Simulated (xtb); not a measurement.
Species: BCl₃, SMILES `ClB(Cl)Cl` (charge 0, multiplicity 1).

Q: Give a relaxed geometry from GFN2-xTB in xtb.

A: the end point of this relaxation (outside a Z-matrix the atoms follow the SMILES, hydrogens last).
Z-matrix (Å, degrees):
```
B
Cl 1 1.7234
Cl 1 1.7236 2 120.02
Cl 1 1.7236 2 120.03 3 179.93
```
